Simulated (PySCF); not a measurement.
**NH₃+ (doublet): EPR parameters at several levels of theory**

The runs use PySCF 2.14.0, with density-fitted response routines of our own; the level of theory stands in each step. All values are computed, except where a source is named. Atoms count from 0, in the outputs and in this text.

### Step 1. The starting structure

4 atoms, charge 1, multiplicity 2; geometry from: GFN2-xTB.

Bonds of the start (Å): N0–H1 1.03, N0–H2 1.03, N0–H3 1.03.

### Step 2. Relaxing the molecule at PBE0-D3(BJ)/def2-TZVP

Job settings and geometry (Å):

```
{"job": {"xc": "PBE0", "basis": "def2-TZVP", "d3": "d3bj", "grid": 2, "kind": "geom"}, "charge": 1, "multiplicity": 2}
N      0.000020     0.000030    -0.000040
H     -0.630200    -0.812270    -0.007680
H     -0.388960     0.951460     0.020520
H      1.018520    -0.139460    -0.012770
```

Q: Estimate the wall time of this first job on 2 threads of Intel Xeon at 2.50GHz (Skylake/Cascade Lake), shared host.

About 9 s.
